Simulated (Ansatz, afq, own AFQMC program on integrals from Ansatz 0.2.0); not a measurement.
## WHCl2, quartet: AFQMC among the cluster methods

```yaml
atoms:
  - { symbol: W, position_ang: [0.0000, -0.3119, 0.1011] }
  - { symbol: Cl, position_ang: [0.0000, 1.0124, -2.6586] }
  - { symbol: Cl, position_ang: [0.0000, 0.6625, 2.1315] }
  - { symbol: H, position_ang: [0.0000, -2.0279, 0.1011] }
```

Connectivity, by distances: Cl–WH–Cl.

Basis def2-SVP with its core potentials. Only valence electrons are correlated. AFQMC by an in-house program on the Cholesky factors that Ansatz 0.2.0 writes for its CCSD(T) run. The CISD trial takes its coefficients from CCSD amplitudes. Released means that phaseless walkers are propagated on without the constraint, phases kept. ± is one standard error of the sampling. No spin–orbit coupling. The metal's outer-core s and p shells are frozen, which shifts wave-function levels against functionals.

Determinant: UHF, the one that the program's search chose, which needn't be the lowest solution. The geometry is a point of a scan.

No full CI on the walks' own integrals is used here; CCSDT(Q) serves as the reference and is uncertain by about the last step of the cluster series.

Cautions: no spin-orbit coupling; outer-core shells of the metal frozen; lower spins were not checked; higher spins were not checked; unrestricted determinant slightly spin contaminated (⟨S²⟩ 3.84 against 3.75); the released energies are still falling, so no released level is given (meV from the phaseless value at times in 1/Eh: -9 ± 8 at 0.24, -9 ± 8 at 0.48, -20 ± 10 at 0.80, -37 ± 12 at 1.20), though the last usable value meets CCSDT(Q) within the noise.

The T1 diagnostic is 0.0297 and the weight of the determinant in the CISD state is 0.808. The ⟨S²⟩ of the determinant is 3.838. The size of the correlated space is 21 electrons in 59 orbitals.

```tsv
level	correlation energy (eV)
MP2	-10.0338
CCSD	-11.0773
CCSD(T)	-11.4406
```

Q: Estimate where phaseless AFQMC with a CISD trial lies against CCSD(T) on the same integrals.

A: 2.20 ± 0.25 mEh below CCSD(T).

Reference: CCSDT(Q), correlation energy -11.537 eV.

| level | E − E(reference) (mEh) | share of correlation (%) |
| --- | --- | --- |
| CCSD(T) | 3.56 | 99.16 |
| CCSDT | 1.47 | 99.65 |
| ph-AFQMC/CISD | 1.35 ± 0.25 | 99.68 |

A walk keeps the symmetry of its determinant, which the program's search chose and which needn't be the lowest solution, so a lower state of the same spin and another symmetry isn't excluded.
